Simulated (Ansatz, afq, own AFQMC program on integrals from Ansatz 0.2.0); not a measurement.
Ge2H2, triplet: AFQMC among the cluster methods

```xyz
4

Ge    0.0000   -0.0625    1.2017
Ge    0.0000    0.0625   -1.2017
H     0.0000    1.4524    1.6545
H     0.0000   -1.4524   -1.6545
```

Connectivity, by distances: GeH–GeH.

Basis cc-pVDZ. Only valence electrons are correlated. Integrals, coupled cluster, full CI and functionals: Ansatz 0.2.0; the random walks run on the same integrals in our own AFQMC program. The CISD trial takes its coefficients from CCSD amplitudes. Released means that phaseless walkers are propagated on without the constraint, phases kept. Uncertainties: one standard error, sampling alone. No spin–orbit coupling.

Determinant: UHF, the one that the program's search chose, which needn't be the lowest solution. The geometry is a point of a scan.

No full CI on the walks' own integrals is used here; CCSDT(Q) serves as the reference and is uncertain by about the last step of the cluster series.

Cautions: no relativity below Rb; no spin-orbit coupling; inner d shell frozen; lower spins were not checked; the released energies are still falling, so no released level is given (meV from the phaseless value at times in 1/Eh: -6 ± 9 at 0.24, -15 ± 11 at 0.51, -29 ± 10 at 0.99, -48 ± 11 at 1.62, -58 ± 12 at 2.40), though the last usable value meets CCSDT(Q) within the noise.

```
T1 diagnostic                               : 0.0236
weight of the determinant in the CISD state : 0.856
⟨S²⟩ of the determinant                     : 2.045
size of the correlated space                : 10 electrons in 36 orbitals
```

```tsv
level	correlation energy (eV)
MP2	-3.9506
CCSD	-4.9592
CCSD(T)	-5.1500
```

(1) Estimate where phaseless AFQMC with a CISD trial lies against CCSD(T) on the same integrals.

(1) 0.3 ± 0.9 kJ/mol above CCSD(T). The gap is under twice the noise, so this walk alone can't tell the two apart.

Reference: CCSDT(Q), correlation energy -5.208 eV.

```tsv
level	E − E(reference) (kJ/mol)	share of correlation (%)
CCSD(T)	5.6	98.89
CCSDT	1.2	99.76
ph-AFQMC/HF	14.0 ± 4.1	97.21
ph-AFQMC/CISD	5.9 ± 0.9	98.83
```

A walk keeps the symmetry of its determinant, which the program's search chose and which needn't be the lowest solution, so a lower state of the same spin and another symmetry isn't excluded.
